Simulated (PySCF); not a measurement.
Telling isomers of C5H11F apart by NMR

Level of theory: structure optimised with GFN2-xTB, GIAO PBE0/pcSseg-1 shieldings, in PySCF 2.14.0 with density-fitted response routines (one averaged value for each set of equivalent atoms, relativity neglected, gas phase, one computed conformer).

Referencing at the same level of theory: ¹H and ¹³C vs TMS. Splittings of carbon signals by F and P are missing where no couplings were computed. Where no couplings were computed, multiplicities follow the n + 1 count of equivalent neighbours, and m marks all less simple cases (inequivalent or close neighbours, rings, F or P nearby). Shifts are as computed. Against solution values, carbons near 30 ppm lie about +3 ppm off and those near 130 ppm about +5 ppm. Of 1211 compounds with measured shifts, 218 miss one by over three times the rms of a fit or turn the order of signals round; such compounds aren't used in these exercises.

(1) Tabulate the signals of `CC(C)(C)CF`, `CCC(C)(C)F` and their relative energies.

(2) What is the quickest way to tell CC(C)(C)CF from CCC(C)(C)F?

## Answers

(1) 
| SMILES | carbon types | δC | δH | E rel. (kcal/mol) |
| --- | --- | --- | --- | --- |
| CC(C)(C)CF | 1×C 1×CH2 3×CH3 | 95.4, 35.1, 26.9 | 4.37 (m, 2H), 0.97 (s, 9H) | 4.7 |
| CCC(C)(C)F | 1×C 1×CH2 3×CH3 | 95.5, 38.0, 28.7, 9.8 | 1.51 (m, 2H), 1.33 (m, 6H), 1.13 (t, 3H) | 0.0 |

Energies are electronic energies at PBE0/pcSseg-1 on these geometries, without zero-point or thermal terms, each for the one conformer computed, which needn't be the lowest.

(2) Count the carbon signals: 3 against 4. The first has a quaternary sp3 carbon (C) at 35.1 ppm, the second a fully substituted sp3 carbon bonded to F (C) at 95.5 ppm. Their most deshielded carbons lie at 95.4 and 95.5 ppm. In the proton spectra the most deshielded non-exchanging signals are 4.37 (m, 2H) and 1.51 (m, 2H).
